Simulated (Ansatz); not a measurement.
# FH₃OSi: taking an electron away

How much energy removes an electron from FH₃OSi at fixed geometry? The cation is run at each level and the neutral's energy taken from earlier runs.

Computed with Ansatz 0.2.0, Gaussian basis. Level: unrestricted cation, the program's frozen cores in correlated methods.

Levels to be run: UKS PBE-D4/def2-TZVPP; UKS r2SCAN-D4/def2-TZVPP; UKS PBE0-D4/def2-TZVPP; UKS B3LYP-D4/def2-TZVPP; UKS wB97X-V/def2-TZVPP; UKS wB97M-V/def2-TZVPP; UKS B2PLYP/def2-TZVPP; UHF-CCSD(T)/def2-TZVPP; UHF-MP2/def2-QZVPP; extrapolation to the limit; then −ε(HOMO) from the neutral's earlier runs with LDA (SPW92), PBE-D4, revPBE-D4, BLYP-D4, r2SCAN-D4, B97M-V, PBE0-D4, B3LYP-D4, r2SCANh-D4, r2SCAN0-D4, HSE06-D4, BHLYP-D4, CAM-B3LYP-D4, LC-ωPBE, ωB97X-V, ωB97M-V.

## (1) Structure used throughout

An earlier PBE0-D4 in a triple-zeta def2 set relaxation fixed the geometry.

6 atoms, charge 0, spin multiplicity 1.

Atoms are counted from 1 here; the program's logs count them from 0.

Bond lengths: O1–Si2 1.630 Å, O1–H4 0.958 Å, Si2–F3 1.596 Å, Si2–H5 1.474 Å, Si2–H6 1.482 Å. Angles: Si2–O1–H4 119.1°, O1–Si2–F3 111.0°, O1–Si2–H5 106.4°, O1–Si2–H6 111.7°, F3–Si2–H5 108.2°, F3–Si2–H6 106.0°, H5–Si2–H6 113.7°.

## (2) Cation, UKS PBE-D4/def2-TZVPP

in.yaml

```yaml
crystal:
  periodic: [false, false, false]
  atoms:
    - {symbol: O, position_ang: [-0.853521, -0.209157, -0.924109]}
    - {symbol: Si, position_ang: [0.378261, -0.009305, 0.123877]}
    - {symbol: F, position_ang: [0.180808, -0.922814, 1.417814]}
    - {symbol: H, position_ang: [-1.714238, 0.150164, -0.705640]}
    - {symbol: H, position_ang: [1.595602, -0.458521, -0.575772]}
    - {symbol: H, position_ang: [0.455088, 1.385633, 0.617631]}
basis:
  gaussian: {orbitals: def2-TZVPP}
total_charge: 1
magnetization: {spin_polarized: true, initial_magnetization: 1}
hamiltonian: {xc: pbe, dispersion: d4}
```

Further steps of the session: Cation, UKS r2SCAN-D4/def2-TZVPP; Cation, UKS PBE0-D4/def2-TZVPP; Cation, UKS B3LYP-D4/def2-TZVPP; Cation, UKS wB97X-V/def2-TZVPP; Cation, UKS wB97M-V/def2-TZVPP; Cation, UKS B2PLYP (frozen core)/def2-TZVPP; Cation, UHF-CCSD(T)/def2-TZVPP; Cation, UHF-MP2/def2-QZVPP.

Q: Predict the results of all the runs planned. Wanted: ionisation energy, CCSD(T)/def2-TZVPP; nearest functional by difference; nearest −ε(HOMO); −ε(HOMO) of PBE; T1 of the cation.

As calculated:

```
                             quantity               value
ionisation energy, CCSD(T)/def2-TZVPP            12.39 eV
     nearest functional by difference  ωB97X-V (-0.23 eV)
                     nearest −ε(HOMO)  LC-ωPBE (-0.25 eV)
                      −ε(HOMO) of PBE             7.81 eV
                     T1 of the cation               0.164
```

Energy differences with functionals land within 0.96 eV of the reference. −ε(HOMO) of PBE misses by 4.6 eV, since self-interaction lifts the level. Among orbital estimates LC-ωPBE comes nearest. Hartree-Fock falls 0.97 eV short, as the neutral has more correlation energy than the cation. The cation's T1 (from the report) is 0.164, above the customary mark of 0.045 for open shells, so the coupled-cluster value is less safe.
